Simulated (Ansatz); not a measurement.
# hcp Os

All values below come from PBEsol+SOC (Ansatz, a first-principles code, plane waves, PAW).

Settings: plane-wave cutoff 520 eV, 24×24×14 k mesh (along the axes of the cell as run), Fermi–Dirac smearing 0.05 eV, PAW data made under PBE.

Cell (relaxed at this level):

```xyz
2
Lattice="1.3651 -2.3645 0.0000 1.3651 2.3645 0.0000 0.0000 0.0000 4.3060" Properties=species:S:1:pos:R:3 pbc="T T T"
Os     1.3651     0.7882     1.0765
Os     1.3651    -0.7882     3.2295
```

```json
{
 "bulk_modulus": "427 GPa",
 "band_gap": "none",
 "pressure derivative B′ of the bulk modulus": "4.8"
}
```

Measured, for comparison: bulk modulus 425 GPa (zero-point energy and finite temperature contributions removed; as tabulated in doi:10.1021/acs.jctc.3c00612). Computed (rounded) less measured: bulk modulus +0.5 %.

Note: the bulk modulus comes from volumes at which shape and atoms were relaxed.

Computed values are for the static lattice.
